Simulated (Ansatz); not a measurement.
Results of LDA in Ansatz (PAW) for CaB6-type LaB6.

Settings: plane-wave cutoff 520 eV, 14×14×14 k mesh, Fermi–Dirac smearing 0.05 eV, scalar-relativistic PAW data made under PBE.

Equation-of-state points:

```csv
V (Å³/atom),E − E_lowest (meV/atom)
9.439,9.88
9.636,2.39
9.832,0.00
10.029,2.25
10.226,8.71
```

Q: What bulk modulus B0 and pressure derivative B′ does a third-order Birch–Murnaghan fit give?

A: V0 = 9.832 Å³/atom, B0 = 189 GPa, B′ = 3.7 (fit to the energies at full precision).

Shape and atoms are relaxed at each volume.

Measured, for comparison: bulk modulus 164 ± 2 GPa (room temperature, no zero-point or thermal correction, isothermal; as tabulated in LaB6 under pressure, Phys. Rev. B 80, 172104 (doi 10.1103/PhysRevB.80.172104)); equilibrium volume per atom 10.26 Å³/atom (296 K, no zero-point or thermal correction; as tabulated in Tsubota and Kitagawa (2017), doi:10.1038/s41598-017-15766-y). Computed (rounded) less measured: bulk modulus +15 %, equilibrium volume per atom -4.2 %.

Note: the bulk modulus comes from volumes at which shape and atoms were relaxed.

Spin–orbit coupling is not included.

Static lattice: no zero-point or thermal effects.

The result took around 4 core-minutes (rough).

Ansatz is an electronic-structure program.
